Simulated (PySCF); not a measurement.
Species: C4H5 (charge +1).
Geometry (PBE0-D3(BJ)/def2-SVP, Å), atoms numbered from 1 in this order:
```
atom  x, y, z in Å
C1    -1.335   -0.040   -0.030
C2     0.119   -0.015   -0.006
C3     1.297    0.695   -0.011
C4     1.331   -0.660    0.038
H5    -1.732   -1.061   -0.071
H6    -1.693    0.555   -0.886
H7    -1.706    0.475    0.873
H8     1.833    1.647   -0.036
H9     1.913   -1.585    0.079
```

NICS = −σ at a ghost point: NICS(0) at the centroid of the ring atoms, NICS(1) 1 Å to either side along the normal of their mean plane, zz for the tensor component along that normal. Level: GIAO PBE0/pcSseg-1 (PySCF, non-relativistic, gas phase) on the PBE0-D3(BJ)/def2-SVP geometry, one conformer.

Ring bond lengths (Å), with Mayer bond orders in brackets: C2–C3 1.375 (1.16), C3–C4 1.356 (1.29), C4–C2 1.374 (1.16).

What do the NICS probes read (ppm)?

```tsv
ring	type	NICS(0)	NICS(1), two faces	NICS(1)zz, two faces	rms pucker (Å)	centre to ring atoms, mean (Å)
C2–C3–C4	3-membered carbocycle; bonds drawn aromatic by RDKit's count	-23.2	-14.4 / -14.5	-26.4 / -26.6	0.00	0.79
```

What do they say, and how far can they be read as aromaticity?

- C2–C3–C4: mean NICS(1)zz -26.5 ppm, shielded. NICS(0) lies 9 ppm below the mean NICS(1).

What does the geometric index give? HOMA takes Krygowski's 1993 parameters.

- C2–C3–C4: HOMA 0.88 = 1 − EN − GEO, with mean bond length 1.369 Å, EN = α(Ropt − mean)² = 0.096 and GEO = α × variance = 0.020.

What field does 14.1 T along the ring normal induce along that normal at the second NICS(1) probe listed for ring C2–C3–C4, 1 Å off the ring?

NICSzz × B0 = -26.6 ppm × 14.1 T = -375 μT, against the applied field.

Give the inner angles of the rings and the Hirshfeld charges of the ring atoms.

- C2–C3–C4: C2 59.1° (+0.167 e), C3 60.4° (+0.134 e), C4 60.5° (+0.133 e); sum 180.0° against 180° for a flat convex ring.

How do the values depend on the level or the medium?

```json
{"level": "PBE0/pcSseg-1, gas", "NICS(0), C2–C3–C4": "-23.2", "mean NICS(1)zz, C2–C3–C4": "-26.5"}
{"level": "wB97X-D/pcSseg-2, gas", "NICS(0), C2–C3–C4": "-24.2", "mean NICS(1)zz, C2–C3–C4": "-27.5"}
```

The geometry is the same throughout.

The run took 3.8 s wall on an Arm Neoverse V1 with one thread, shared host. This is the whole shielding run at PBE0/pcSseg-1, SCF included.
